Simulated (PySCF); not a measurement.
Isomers of C4H6OS.

All values: PBE0/pcSseg-1 (PySCF) at GFN2-xTB geometries, gas phase, one conformer each.

Question: Rank by HOMO–LUMO gap, highest first.
A. `C1OC(=S)[C@@H]1C`
B. `[O:1]=[C:2]1[CH2:3][CH2:4][S:5][CH2:6]1` with O1–C2–C3–C4 159°, C2–C3–C4–S5 37°, C3–C4–S5–C6 -35°, C4–S5–C6–C2 23°
C. `[CH3:1][S@:2](=[O:3])[C:4]1=[CH:5][CH2:6]1` with C1–S2–C4–C5 128°
D. `[CH:1]#[C:2][CH2:3][S@:4]([CH3:5])=[O:6]` with C2–C3–S4–C5 -64°

Answer: D (6.75 eV), C (6.10 eV), B (5.82 eV), A (5.34 eV).

Question: Rank by the lowest Hirshfeld charge on any atom, lowest value first.
A. `[O:1]=[C:2]1[CH2:3][CH2:4][S:5][CH2:6]1` with O1–C2–C3–C4 159°, C2–C3–C4–S5 37°, C3–C4–S5–C6 -35°, C4–S5–C6–C2 23°
B. `C[C@@H]1COC1=S`
C. `[O:1]=[S@:2]1[CH:3]=[CH:4][CH2:5][CH2:6]1` with O1–S2–C3–C4 119°, C3–C4–C5–C6 -15°, C4–C5–C6–S2 22°, O1–S2–C6–C5 -127°
D. `[CH:1]#[C:2][CH2:3][S@:4]([CH3:5])=[O:6]` with C2–C3–S4–C5 -64°

Answer: C (-0.379 e), D (-0.365 e), A (-0.232 e), B (-0.176 e).

Question: Rank by LUMO energy, lowest first.
A. `[O:1]=[C:2]1[CH2:3][CH2:4][S:5][CH2:6]1` with O1–C2–C3–C4 159°, C2–C3–C4–S5 37°, C3–C4–S5–C6 -35°, C4–S5–C6–C2 23° (tetrahydrothiophen-3-one)
B. `[CH3:1][S@:2](=[O:3])[C:4]1=[CH:5][CH2:6]1` with C1–S2–C4–C5 128°
C. `C[C@@H]1COC1=S`
D. `[CH:1]#[C:2][CH2:3][S@:4]([CH3:5])=[O:6]` with C2–C3–S4–C5 -64°
E. `[O:1]=[S@:2]1[CH:3]=[CH:4][CH2:5][CH2:6]1` with O1–S2–C3–C4 119°, C3–C4–C5–C6 -15°, C4–C5–C6–S2 22°, O1–S2–C6–C5 -127°

Answer: C (-1.32 eV), A (-0.88 eV), B (-0.72 eV), E (-0.59 eV), D (-0.11 eV).

All values together:

```tsv
SMILES	μ (D)	HOMO (eV)	LUMO (eV)	lowest IAO charge (e)	highest IAO charge (e)	lowest Hirshfeld charge (e)	highest Hirshfeld charge (e)
O=[S@]1C=CCC1	4.41	-6.52	-0.59	-0.899 (O)	+1.085 (S)	-0.379 (O)	+0.321 (S)
C[C@@H]1COC1=S	4.35	-6.66	-1.32	-0.419 (C)	+0.164 (H)	-0.176 (S)	+0.093 (C)
O=C1CCSC1	1.76	-6.71	-0.88	-0.415 (C)	+0.397 (C)	-0.232 (O)	+0.173 (C)
C[S@](=O)C1=CC1	3.29	-6.83	-0.72	-0.890 (O)	+1.156 (S)	-0.363 (O)	+0.355 (S)
C#CC[S@](C)=O	3.32	-6.86	-0.11	-0.895 (O)	+1.104 (S)	-0.365 (O)	+0.352 (S)
```

Conformers: `[O:1]=[S@:2]1[CH:3]=[CH:4][CH2:5][CH2:6]1` with O1–S2–C3–C4 119°, C3–C4–C5–C6 -15°, C4–C5–C6–S2 22°, O1–S2–C6–C5 -127°; `[O:1]=[C:2]1[CH2:3][CH2:4][S:5][CH2:6]1` with O1–C2–C3–C4 159°, C2–C3–C4–S5 37°, C3–C4–S5–C6 -35°, C4–S5–C6–C2 23°; `[CH3:1][S@:2](=[O:3])[C:4]1=[CH:5][CH2:6]1` with C1–S2–C4–C5 128°; `[CH:1]#[C:2][CH2:3][S@:4]([CH3:5])=[O:6]` with C2–C3–S4–C5 -64°.
